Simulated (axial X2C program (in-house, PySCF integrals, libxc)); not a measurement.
# Correcting the dissociation energy of MgF⁺ for spin–orbit coupling

A spin-free CCSD(T) curve (one-electron X2C) was computed with an axial X2C code built on PySCF integrals, basis Mg dyall-cv3z [9s8p6d3f], F dyall-av3z [7s6p3d2f] (cores contracted in-house), for the state M_S = 0, Λ = 0 (closed shell). It gives D0 = 4.372 eV to Mg+ + F, which in a spin-free picture are the weighted means of the ground terms.

Correlated methods: 8 electrons correlated (number of frozen shells: Mg 2 s, 1 p; F 1 s), 242 virtual spin orbitals or spinors in MP2, 82 natural virtuals in coupled cluster.

Measured levels of the ground terms (NIST Handbook of Basic Atomic Spectroscopic Data), in cm⁻¹: Mg+ 2S: J = 1/2 at 0; F 2P: J = 3/2 at 0, J = 1/2 at 404.1.

The molecular state has Λ = 0, so it has no first-order lowering.

Problem. How far does each ground level lie under the (2J+1)-weighted mean of its term?

Solution. Mg+: a single level, 0; F: (4 × 0 + 2 × 404.1)/6 = 135 cm⁻¹.

Problem. Correct D0.

Solution. D0 = 4.372 + (0 − 135)/8065.5 = 4.355 eV at CCSD(T) with these spin–orbit terms. The direct two-component run gives 4.355 eV; the difference holds second-order terms in the molecule, scalar two-electron terms, the gap between measured and computed atomic splittings (a 2c atom can miss part of its lowering) and, in coupled cluster, the truncation of each run.

Second-order spin–orbit effects in the molecule, which grow quickly with Z, are left out. Occupations by symmetry block were frozen at the best pattern of an incomplete PBE0 search. Dissociation energies refer to the lowest single-determinant-based atoms at the same level and basis. Coupled cluster ran in a truncated set of natural virtual spinors; the MP2 energy of the rest was added. (T) has no such correction and the atoms are truncated less, which lowers De at CCSD(T) by a hundredth of an eV or more.
